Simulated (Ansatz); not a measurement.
Elastic constant C44 (GPa) of solids drawn from the class of oxides, at two levels: PBE in Ansatz (PAW), and LDA in Ansatz (PAW).

```tsv
solid	PBE	LDA	shift (%)
corundum Ga2O3 (metastable phase)	71.0	89.1	+25
α-quartz (SiO2)	52.6	53.5	+1.7
cubic perovskite BaHfO3	89.7	95.9	+6.9
rutile SnO2	84.6	94.4	+11.6
rutile TiO2	115	125	+8.7
A-type hexagonal La2O3	55.9	70.2	+26
```

The shifts run from +1.7 % to +26 %, with a median of +10.1 %.

Of 6 rows, LDA is the larger in 6 and the smaller in 0.

Ansatz's runs of these crystals have no spin polarisation.

Spin–orbit coupling is left out, also for the solids with elements from indium on (cubic perovskite BaHfO3, rutile SnO2, A-type hexagonal La2O3); its size isn't shown.

Each level is taken at its own relaxed cell. Ansatz's density-functional and Hartree–Fock values are scalar-relativistic unless marked +SOC, with PAW data made under PBE.

Ansatz is an electronic-structure program.
